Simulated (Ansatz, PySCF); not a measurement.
Atomisation energy: 5 cases among radicals of saturated hydrocarbons, in kcal/mol, species as SMILES. Set-up: no dispersion term unless named; frozen cores in correlated levels; 6-31G* and kin with 6d, 5d where marked; spin-orbit terms left out; open shells spin-unrestricted; 6-311+G** with 5d; LANL2DZ all-electron up to Ne; atomisation electronic, to ground-state atoms; non-relativistic. CBS marks a two-point X^-3 extrapolation of the correlation energy; Hartree-Fock from the larger set. [CCSD(T)-MP2]/basis is that difference in the basis named. Ab initio and DFT rows: single points at B3LYP-D3(BJ) geometries (Ansatz, an electronic-structure program).

Coupled cluster (Ansatz) is a level with limits of its own, used here on species with T1 under 0.025 (0.045 for open shells) and stable references: (a) RI-MP2/CBS(cc-pVTZ,cc-pVQZ)+[CCSD(T)-MP2]/cc-pVTZ; (b) CCSD(T)/CBS(aug-cc-pVTZ,aug-cc-pVQZ).

```csv
species,atoms,coupled cluster,difference of BP86/def2-SVP (PySCF),difference of PBE/def2-SVP (Ansatz),difference of B3LYP/LANL2DZ (Ansatz),difference of MP2/6-31G* (Ansatz),difference of MP2/6-311+G** (Ansatz),difference of B3LYP/def2-TZVPD (Ansatz),difference of B3LYP-D3(BJ)/def2-TZVPD (Ansatz + dftd3)
[CH3] (CH3),4,307.1 (b),8.6,1.9,-1.4,-30.3,-16.4,2.2,3.1
[CH]1CC1,8,735.4 (a),32.0,28.1,-24.2,-52.9,-31.4,0.1,4.5
[CH]1[C@@H]2C[C@H]12,9,875.6 (a),42.6,43.0,-45.7,-53.8,-31.8,-2.9,2.9
C[CH]C(C)CC,19,1783.5 (a),53.0,38.1,-43.2,-134.8,-77.6,-11.1,4.5
[CH2]C(CC)CC,19,1781.0 (a),51.6,36.6,-44.3,-134.5,-77.2,-12.2,3.6
```

```tsv
level	cases	mean signed difference	mean absolute difference	median absolute difference	largest absolute difference
BP86/def2-SVP (PySCF)	5	37.56	37.56	42.60	53.0
PBE/def2-SVP (Ansatz)	5	29.54	29.54	36.60	43.0
B3LYP/LANL2DZ (Ansatz)	5	-31.76	31.76	43.20	45.7
MP2/6-31G* (Ansatz)	5	-81.26	81.26	53.80	134.8
MP2/6-311+G** (Ansatz)	5	-46.88	46.88	31.80	77.6
B3LYP/def2-TZVPD (Ansatz)	5	-4.78	5.70	2.90	12.2
B3LYP-D3(BJ)/def2-TZVPD (Ansatz + dftd3)	5	3.72	3.72	3.60	4.5
```

BP86/def2-SVP lies above in 5 of 5 cases and within 2 kcal/mol in 0; mean signed difference 37.56 kcal/mol, mean absolute 37.56 kcal/mol (27.73 over the 3 cases of up to 9 atoms, 52.30 over the larger). These figures hold for the species listed. A straight line through its differences against the number of atoms has a slope of 2.38 kcal/mol an atom.

How the rows were picked: cases drawn at random among the computed members of the class with clean coupled-cluster diagnostics. The batch they came from held 15 cases of this property in the class: 0 with a tabulated value, 11 with clean coupled cluster alone, 4 with neither, which enter no statistics. The levels are drawn from those run on every case listed, the commonest habits more often. No case is left out for the size of its miss. Left out are saddle points of the reference geometry, anions that the best level run finds unbound, excited spin states, species near biochemistry, 298 K rows of species without real B3LYP wavenumbers, cases with under five habitual levels, runs that failed or that the program found above a lower state of the same kind, table entries that another table contradicts, and a share of species set aside by lot.
